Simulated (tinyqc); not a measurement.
The integration grid: Kohn-Sham PBE on finer and finer grids in the sto-3g basis, for HF, spin multiplicity 1. Computed by the program tinyqc with PySCF. Command: `OMP_NUM_THREADS=1 python tinyqc.py 110165 110166 out.jsonl`; one thread of a shared host (Intel(R) Xeon(R) Processor @ 2.60GHz), about 2 s.

Geometry (angstrom):
```
atom,x,y,z
F,0.0000,0.0000,0.0000
H,0.0000,0.0000,1.2840
```

Self-consistent on each grid; the net force on the molecule should vanish.

Kohn-Sham energy on Becke grids (radial x angular points per atom):
```
grid,points,residual of the electron count,E (hartree),E - finest (mhartree),largest net force without grid terms (hartree/bohr)
10 x 14,274,-8.77e-02,-98.54238,244.55628,7.01e-02
15 x 26,771,-1.07e-03,-98.79234,-5.39743,2.51e-02
20 x 50,1988,-3.92e-04,-98.78578,1.15436,1.19e-02
30 x 86,5141,8.61e-06,-98.78750,-0.55751,1.27e-03
50 x 194,19369,-5.81e-06,-98.78693,0.00707,4.43e-05
75 x 302,45254,4.30e-07,-98.78694,-0.00050,1.22e-06
120 x 590,141417,1.37e-08,-98.78694,0.00000,2.92e-07
```

The energy is within 0.1 mhartree of the finest grid first at 50 x 194. The error has both signs, since quadrature is not variational. The electron count and the net force are cheap signs of a poor grid.
